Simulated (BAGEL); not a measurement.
**BH2 (boron dihydride) at NEVPT2(5,6)/cc-pVTZ (density fitting with cc-pvqz-jkfit)**

What is the vertical doublet–quartet gap of BH2 (boron dihydride) at NEVPT2(5,6)/cc-pVTZ (density fitting with cc-pvqz-jkfit)? 

The results are computed with BAGEL 1.2.2.

6 further runs of the same task are left out: 2 that didn't finish, 4 set aside as unsound or not needed.

### 1 Starting point

BH2: 3 atoms, total charge 0, spin state doublet. As SMILES, `[BH2]`. The coordinates come from a GFN2-xTB relaxation.

Bond lengths: B1–H2 1.159 Å, B1–H3 1.159 Å. Angles: H2–B1–H3 128.4°.

### 2 A single-point energy at NEVPT2(5,6)/cc-pVTZ (density fitting with cc-pvqz-jkfit)

nevpt2.json reads:

```json
{ "bagel" : [

{
  "title" : "molecule",
  "basis" : "cc-pvtz.json",
  "df_basis" : "cc-pvqz-jkfit",
  "angstrom" : true,
  "geometry" : [
    { "atom" : "B", "xyz" : [       0.262840,      -0.166230,       0.128640 ] },
    { "atom" : "H", "xyz" : [       0.280020,       0.985320,       0.260980 ] },
    { "atom" : "H", "xyz" : [      -0.542860,      -0.819090,      -0.389630 ] }
  ]
},

{ "title" : "hf", "charge" : 1 },

{ "title" : "casscf", "nstate" : 1, "nact" : 6, "nclosed" : 1, "nspin" : 1, "maxiter" : 200, "natocc" : true },

{ "title" : "nevpt2", "nstate" : 1, "nact" : 6, "nclosed" : 1, "nspin" : 1, "maxiter" : 200, "natocc" : true, "ncore" : 1 }

]}
```

The basis set cc-pVTZ is read from a file made from the Basis Set Exchange's data (not shown).

Started as:

```
$ BAGEL_NUM_THREADS=1 BAGEL nevpt2.json > nevpt2.out
```

What it wrote:

```text
* using 1 threads per process

  ===============================================================
  ===============================================================

  *** Geometry ***

  { "atom" : "B", "xyz" : [      0.496696,     -0.314129,      0.243094 ] },
  { "atom" : "H", "xyz" : [      0.529161,      1.861985,      0.493181 ] },
  { "atom" : "H", "xyz" : [     -1.025857,     -1.547856,     -0.736294 ] },

  Number of auxiliary basis functions:      208

  Since a DF basis is specified, we compute 2- and 3-index integrals:
    o Being stored without compression. Storage requirement is 0.006 GB

  Number of basis functions:       58
  Number of electrons      :        7

    * METHOD: MOLECULE                             0.03

  *** RHF ***

  === Nuclear Repulsion ===
     4.8182438468

      * DIIS with orbital gradients will be used.

[... 6 lines left out ...]
    * SCF iteration converged.
[... 1 line left out ...]
    * Permanent dipole moment:
[... 22 lines left out ...]
    * Second-order optimization converged. *

     guess   0:   closed 11....               open ..1...

  === FCI iteration ===

      0  0       -25.75804804     1.43e-02      0.00
      1  0       -25.79346816     2.64e-03      0.00
      2  0       -25.79440692     2.83e-04      0.00
[... 9 lines of this table left out ...]
     12  0 *     -25.79442103     1.60e-11      0.00

     * ci vector, state   0, <S^2> = 0.7500
       22a...     0.9890064642
       2.a..2     0.0694832111
       .2a2..     0.0581397055
       2.a.2.     0.0522729698

    * METHOD: CASSCF                               1.02

    * freezing 1 orbital

  === DF-NEVPT2 calculation ===

    * 3-index integral transformation done
    * assembly done

      NEVPT2 correlation energy:   -0.0479646731      0.01

          (+0)      0.0000000000
          (+0)'     0.0000000000
          (+1)      0.0000000000
          (+1)'     0.0000000000
          (+2)      0.0000000000
          (-1)      0.0000000000
          (-1)'    -0.0167023553
          (-2)     -0.0312623178

      NEVPT2 total energy:        -25.8423857044

    * METHOD: NEVPT2                               0.23

  ===============================================================
```

Run time: 1.5 s. Hardware: 1 thread of Arm Neoverse V2, shared host; peak memory 0.089 GiB.

### 3 The quartet

nevpt2.json reads:

```json
{ "bagel": [

{
  "title": "molecule",
  "basis": "cc-pvtz.json",
  "df_basis": "cc-pvqz-jkfit",
  "angstrom": true,
  "geometry": [
    { "atom": "B", "xyz": [    0.262840,   -0.166230,    0.128640 ] },
    { "atom": "H", "xyz": [    0.280020,    0.985320,    0.260980 ] },
    { "atom": "H", "xyz": [   -0.542860,   -0.819090,   -0.389630 ] }
  ]
},
{ "title": "hf", "charge": 1 },
{ "title": "casscf", "nstate": 1, "nact": 6, "nclosed": 1, "nspin": 3, "maxiter": 200, "natocc": true },
{ "title": "nevpt2", "nstate": 1, "nact": 6, "nclosed": 1, "nspin": 3, "maxiter": 200, "natocc": true, "ncore": 1 }

]}
```

The basis set cc-pVTZ is read from a file made from the Basis Set Exchange's data (not shown).

Started as:

```
$ BAGEL_NUM_THREADS=1 BAGEL nevpt2.json > nevpt2.out
```

What it wrote:

```text
* using 1 threads per process

  ===============================================================
  ===============================================================

  *** Geometry ***

  { "atom" : "B", "xyz" : [      0.496696,     -0.314129,      0.243094 ] },
  { "atom" : "H", "xyz" : [      0.529161,      1.861985,      0.493181 ] },
  { "atom" : "H", "xyz" : [     -1.025857,     -1.547856,     -0.736294 ] },

  Number of auxiliary basis functions:      208

  Since a DF basis is specified, we compute 2- and 3-index integrals:
    o Being stored without compression. Storage requirement is 0.006 GB

  Number of basis functions:       58
  Number of electrons      :        7

    * METHOD: MOLECULE                             0.03

  *** RHF ***

  === Nuclear Repulsion ===
     4.8182438468

      * DIIS with orbital gradients will be used.

[... 6 lines left out ...]
    * SCF iteration converged.
[... 1 line left out ...]
    * Permanent dipole moment:
[... 22 lines left out ...]
    * Second-order optimization converged. *
[... 1 line left out ...]
     guess   0:   closed 1.....               open .111..

  === FCI iteration ===

      0  0       -25.55828984     2.06e-02      0.00
      1  0       -25.59379322     5.22e-03      0.00
      2  0       -25.59542814     7.65e-04      0.00
[... 9 lines of this table left out ...]
     12  0 *     -25.59547544     3.71e-11      0.00

     * ci vector, state   0, <S^2> = 3.7500
       2aaa..     0.9806591338
       abaaa.    -0.1169835312
       a2a..a     0.1082270317
       aabaa.    -0.0589935401
       .aaa2.     0.0554369885

    * METHOD: CASSCF                               0.49

    * freezing 1 orbital

  === DF-NEVPT2 calculation ===

    * 3-index integral transformation done
    * assembly done

      NEVPT2 correlation energy:   -0.0506451990      0.01

          (+0)      0.0000000000
          (+0)'     0.0000000000
          (+1)      0.0000000000
          (+1)'     0.0000000000
          (+2)      0.0000000000
          (-1)      0.0000000000
          (-1)'    -0.0231373467
          (-2)     -0.0275078522

      NEVPT2 total energy:        -25.6461206371

    * METHOD: NEVPT2                               0.22

  ===============================================================
```

Run time: 0.95 s. Hardware: 1 thread of Arm Neoverse V2, shared host; peak memory 0.087 GiB.

### 4 Summary of results

At NEVPT2(5,6)/cc-pVTZ (density fitting with cc-pvqz-jkfit), 1 core orbital frozen:

| quantity | value |
| --- | --- |
| doublet: total energy | -25.84239 Eh |
| quartet: total energy | -25.64612 Eh |
| vertical energy of the quartet above the doublet | 5.341 eV |

**Reading.** At this shape the quartet lies 5.34 eV (515 kJ/mol) above the doublet.
